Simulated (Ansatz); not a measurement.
# CH₄O₄: how energies converge with the basis set

The task here is to estimate one member of a computed series from the others.

Method: one geometry, several basis sets; program: Ansatz 0.2.0, Gaussian basis.

Levels to be run: PBE0-D4/def2-SVP; ωB97M-V/def2-SVP; PBE0-D4/def2-QZVPP; ωB97M-V/def2-QZVPP; the functionals' def2-TZVPP values are taken from earlier runs.

## The relaxed structure

All runs share one geometry, relaxed beforehand with PBE0-D4 in a triple-zeta def2 set.

SMILES `OC(O)(O)O`, 9 atoms, charge 0, spin multiplicity 1.

Atoms are counted from 1 here; the program's logs count them from 0.

Bond lengths: O1–C2 1.382 Å, O1–H6 0.963 Å, C2–O3 1.382 Å, C2–O4 1.382 Å, C2–O5 1.382 Å, O3–H7 0.963 Å, O4–H8 0.963 Å, O5–H9 0.963 Å. Angles: C2–O1–H6 107.2°, O1–C2–O3 113.9°, O1–C2–O4 107.3°, O1–C2–O5 107.3°, O3–C2–O4 107.3°, O3–C2–O5 107.3°, O4–C2–O5 113.9°, C2–O3–H7 107.2°, C2–O4–H8 107.2°, C2–O5–H9 107.2°.

Set-up of the first run:

Contents of in.yaml:

```yaml
crystal:
  periodic: [false, false, false]
  atoms:
    - {symbol: O, position_ang: [-0.959673, -0.538922, -0.830076]}
    - {symbol: C, position_ang: [0.009818, -0.005160, -0.002002]}
    - {symbol: O, position_ang: [0.691864, 1.062258, -0.555139]}
    - {symbol: O, position_ang: [0.935304, -1.001920, 0.243907]}
    - {symbol: O, position_ang: [-0.628205, 0.457957, 1.133335]}
    - {symbol: H, position_ang: [-1.701133, 0.075290, -0.832489]}
    - {symbol: H, position_ang: [1.295984, 0.703351, -1.213352]}
    - {symbol: H, position_ang: [0.442509, -1.807956, 0.429610]}
    - {symbol: H, position_ang: [0.002134, 1.008803, 1.609006]}
basis:
  gaussian: {orbitals: def2-SVP}
hamiltonian: {xc: pbe0, dispersion: d4}
output: {orbitals: {seedname: orbitals}}
```

On the command line:

```
ansatz run in.yaml --threads 2 --pin off --events-out ev --progress --plain --max-ram 4352MiB
```

Steps of the session up to this table: PBE0-D4 in def2-SVP; ωB97M-V in def2-SVP; PBE0-D4 in def2-QZVPP; ωB97M-V in def2-QZVPP.

One of the session's tables, all rows but one given; the rest of the session is left out.

It belongs to the step «Functionals by basis». 

```
functional       basis  HOMO (eV)  LUMO (eV)
   PBE0-D4    def2-SVP      -8.49       1.69
   PBE0-D4  def2-TZVPP          ?          ?
   PBE0-D4  def2-QZVPP      -8.87       0.41
   ωB97M-V    def2-SVP     -10.97       3.29
   ωB97M-V  def2-TZVPP     -11.31       2.29
   ωB97M-V  def2-QZVPP     -11.38       1.60
```

**Question.** Estimate the row for PBE0-D4, def2-TZVPP.

As computed: HOMO (eV): -8.79; LUMO (eV): 0.89. In the column «HOMO (eV)» it lies between PBE0-D4, def2-QZVPP (-8.87) and PBE0-D4, def2-SVP (-8.49).
